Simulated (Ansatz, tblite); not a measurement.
**SiH(SiH3)3 (Si₄H₁₀): removing an electron**

The task here is to estimate one member of a computed series from the others.

The runs use Ansatz 0.2.0, Gaussian basis; as each input shows.

The runs, in order: charge +1 doublet, at the geometry of the singlet (PBE0-D4/def2-TZVP, PBE-D4/def2-TZVP, revPBE-D4/def2-TZVP, CCSD(T)/def2-TZVP); the starting singlet's energies come from earlier runs.

2 further runs of the same task are left out: 2 set aside as unsound or not needed.

## The structure

The geometry is that of the singlet, from an earlier relaxation (PBE-D4/def2-SVP).

14 atoms, charge 0, spin multiplicity 1.

Atoms are counted from 1 here; the program's logs count them from 0.

Bond lengths: Si1–H2 1.510 Å, Si1–Si3 2.353 Å, Si1–Si7 2.353 Å, Si1–Si11 2.353 Å, Si3–H4 1.505 Å, Si3–H5 1.506 Å, Si3–H6 1.506 Å, Si7–H8 1.506 Å, Si7–H9 1.506 Å, Si7–H10 1.506 Å, Si11–H12 1.506 Å, Si11–H13 1.506 Å, Si11–H14 1.505 Å. Angles: H2–Si1–Si3 109.9°, H2–Si1–Si7 109.9°, H2–Si1–Si11 110.0°, Si3–Si1–Si7 109.0°, Si3–Si1–Si11 109.0°, Si7–Si1–Si11 109.0°, Si1–Si3–H4 110.9°, Si1–Si3–H5 110.8°, Si1–Si3–H6 108.8°, H4–Si3–H5 108.9°, H4–Si3–H6 108.6°, H5–Si3–H6 108.7°, Si1–Si7–H8 110.9°, Si1–Si7–H9 110.8°, Si1–Si7–H10 108.8°, H8–Si7–H9 108.8°, H8–Si7–H10 108.6°, H9–Si7–H10 108.7° and more.

Coordinates:

```xyz
14
H10Si4
Si    0.0050    0.0063    0.7024
H     0.0162    0.0207    2.2124
Si    2.2108   -0.0085   -0.1158
H     2.9404   -1.2488    0.3266
H     2.9689    1.1997    0.3661
H     2.1713    0.0160   -1.6209
Si   -1.1003    1.9180   -0.1095
H    -0.3705    3.1724    0.2910
H    -2.5096    1.9859    0.4170
H    -1.1502    1.8493   -1.6131
Si   -1.1126   -1.9123   -0.0753
H    -0.4523   -3.1633    0.4408
H    -1.0629   -1.9267   -1.5803
H    -2.5542   -1.9088    0.3586
```

The first run:

Contents of in.yaml:

```yaml
crystal:
  periodic: [false, false, false]
  atoms:
    - {symbol: Si, position_ang: [0.005018, 0.006333, 0.702415]}
    - {symbol: H, position_ang: [0.016177, 0.020714, 2.212354]}
    - {symbol: Si, position_ang: [2.210810, -0.008490, -0.115762]}
    - {symbol: H, position_ang: [2.940380, -1.248818, 0.326551]}
    - {symbol: H, position_ang: [2.968886, 1.199749, 0.366116]}
    - {symbol: H, position_ang: [2.171307, 0.015963, -1.620867]}
    - {symbol: Si, position_ang: [-1.100350, 1.917956, -0.109454]}
    - {symbol: H, position_ang: [-0.370507, 3.172425, 0.291000]}
    - {symbol: H, position_ang: [-2.509579, 1.985947, 0.416976]}
    - {symbol: H, position_ang: [-1.150220, 1.849310, -1.613146]}
    - {symbol: Si, position_ang: [-1.112563, -1.912315, -0.075281]}
    - {symbol: H, position_ang: [-0.452306, -3.163265, 0.440776]}
    - {symbol: H, position_ang: [-1.062863, -1.926725, -1.580293]}
    - {symbol: H, position_ang: [-2.554171, -1.908785, 0.358614]}
basis:
  gaussian: {orbitals: def2-TZVP}
total_charge: 1
magnetization: {spin_polarized: true, initial_magnetization: 1}
hamiltonian: {xc: pbe0, dispersion: d4}
scf: {omitted_lower_state_checks: [starts]}
output: {orbitals: {seedname: orbitals}}
```

Launch:

```sh
ansatz run in.yaml --threads 4 --pin off --events-out ev --progress --plain --max-ram 4787MiB
```

Steps of the session up to this table: Charge +1 doublet at the fixed geometry, PBE0-D4/def2-TZVP; Charge +1 doublet at the fixed geometry, PBE-D4/def2-TZVP; Charge +1 doublet at the fixed geometry, revPBE-D4/def2-TZVP; Charge +1 doublet at the fixed geometry, CCSD(T)/def2-TZVP.

One table of the session follows, with a row left open; its other results are not shown here.

| method | vertical ionisation energy (eV) |
| --- | --- |
| HF/def2-TZVP | 9.15 |
| PBE-D4/def2-TZVP | ? |
| revPBE-D4/def2-TZVP | 9.50 |
| PBE0-D4/def2-TZVP | 9.70 |
| MP2/def2-TZVP | 9.89 |
| CCSD/def2-TZVP | 9.80 |
| CCSD(T)/def2-TZVP | 9.81 |

Estimate the missing values for PBE-D4/def2-TZVP.

As computed: vertical ionisation energy (eV): 9.46. In the column «vertical ionisation energy (eV)» it lies between HF/def2-TZVP (9.15) and revPBE-D4/def2-TZVP (9.50).
